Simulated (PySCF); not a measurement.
Oxazole, C3H3NO, SMILES c1cocn1, point group Cs.

Force field and properties: B3LYP/pcSseg-1 (PySCF, grid level 2). Vibrational terms come from second-order perturbation theory with semi-diagonal cubic constants, by steps of ±0.6 along the normal coordinates of each isotopologue. The parent has the commonest isotopes.

Equilibrium geometry (Å):

```csv
atom,x,y,z
C1,-0.7369,0.7154,-0.0036
C2,-0.7895,-0.6367,-0.0133
O3,0.4974,-1.1043,-0.0227
C4,1.2616,0.0166,-0.0181
N5,0.5928,1.1197,-0.0069
H6,-1.5488,1.4296,0.0054
H7,-1.5741,-1.3774,-0.0150
H8,2.3336,-0.1252,-0.0242
```

(1) Give the equilibrium and ground-state rotational constants (MHz) of parent; ²H at 7; ¹³C at 2; ¹³C at 1, ²H at 7; ²H at 8.

(2) How is the parent's vibrational correction B0 − Be made up?

(3) And its quartic centrifugal distortion constants from the harmonic force field?

(4) Which nuclear quadrupole couplings χaa, χbb, χcc (MHz) does the parent show, at equilibrium and averaged?

Answers

(1) 
```
          species      Ae      Be      Ce      A0      B0      C0  Δ0 (u Å²)  harmonic ZPE (cm⁻¹)
           parent   10078  9701.9  4943.2  9993.8  9630.8  4901.4      0.066                12811
          ²H at 7  9931.6  8985.7  4717.5    9857  8916.1  4678.7      0.064                12107
         ¹³C at 2  9973.5  9557.8  4880.6  9895.2  9484.1  4839.6      0.066                12764
¹³C at 1, ²H at 7  9677.6  8985.6  4659.4  9605.4  8916.2  4621.3      0.065                12060
          ²H at 8  9707.8  9222.2  4729.4  9638.4  9146.8  4690.3      0.064                12095
```

Δ0 = Ic − Ia − Ib from the ground-state constants.

(2) 
```csv
axis,harmonic,Coriolis,cubic,total (MHz)
a,13.9,-5.47,-92.5,-84.1
b,13.4,-3.66,-80.8,-71
c,2.07,-0.629,-43.2,-41.8
```

(3) Asymmetric top, A reduction, IIIr representation: ΔJ = 3.6 kHz, ΔJK = -5.44 kHz, ΔK = 2.23 kHz, δJ = 0.0241 kHz, δK = 2.48 kHz.

(4) 14N at 5: -4.6, 1.9, 2.8 and -4.6, 1.9, 2.7.
